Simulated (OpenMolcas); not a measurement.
# Worked example: vertical ionisation energy of BClO (SMILES O=BCl)

BClO has 3 atoms, charge 0, and is taken as a singlet. SMILES: `O=BCl`. Geometry: relaxed at GFN2-xTB.

```xyz
3

O     1.0196    0.6062    0.6270
B     0.1131    0.0666    0.0695
Cl   -1.1326   -0.6728   -0.6965
```

Both states at this one shape; open shells run unrestricted unless said. 1 Eh = 27.2114 eV.

| level | program | singlet BClO (Eh) | doublet BClO+ (Eh) | HOMO of the first (eV) |
| --- | --- | --- | --- | --- |
| HF/STO-3G, open shells restricted | OpenMolcas | -552.862727 | -552.499784 | -11.25 |
| BPBE/def2-TZVPP (RICD fitting) | OpenMolcas | -560.315196 | -559.862096 | -8.39 |
| PBE0/STO-3G | OpenMolcas | -553.746268 | -553.332104 | -7.75 |

Q: Work out the vertical ionisation energy at each level.

A: 
1. HF/STO-3G, open shells restricted: -552.499784 − (-552.862727) = 0.362943 Eh = 9.88 eV; −ε(HOMO) = 11.25 eV.
2. BPBE/def2-TZVPP (RICD fitting): -559.862096 − (-560.315196) = 0.453100 Eh = 12.33 eV; −ε(HOMO) = 8.39 eV.
3. PBE0/STO-3G: -553.332104 − (-553.746268) = 0.414164 Eh = 11.27 eV; −ε(HOMO) = 7.75 eV.

No measured value is set beside it here; the levels span 9.88 to 12.33 eV. In Hartree–Fock, −ε(HOMO) (Koopmans) exceeds the difference of totals by the orbital relaxation of the ion. In semi-local functionals −ε(HOMO) lies far under the ionisation energy, a result of self-interaction, while the difference of totals does much better. Hartree–Fock favours the state with fewer electron pairs, since it lacks pair correlation. Minimal sets are far from the basis-set limit.
